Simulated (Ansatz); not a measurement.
Z-matrix (Å, degrees):
```
C
C 1 1.506
H 1 1.090 2 110.4
H 1 1.092 2 110.3 3 120.3
H 1 1.092 2 109.7 3 -120.3
F 2 1.384 1 108.6 3 176.4
S 2 1.800 1 114.3 3 -59.1
H 2 1.094 1 111.4 3 58.9
H 7 1.344 2 96.1 1 -45.3
```

Charge 0, multiplicity 1.

(1) List the PBE0/def2-TZVPP orbital energies in eV (Ansatz). (Estimate.)

Answers

(1) The calculation gave: Occupied: -2422.55, -673.75, -281.33, -278.45, -217.89, -161.75, -161.65, -161.51, -33.61, -22.72, -20.24, -17.48, -14.72, -13.53, -13.34, -11.75, -11.52, -10.91, -9.83, -9.27, -7.39. Lowest empty: 0.35, 1.52, 1.62, 2.24, 2.76, 3.18, 3.53, 4.37.
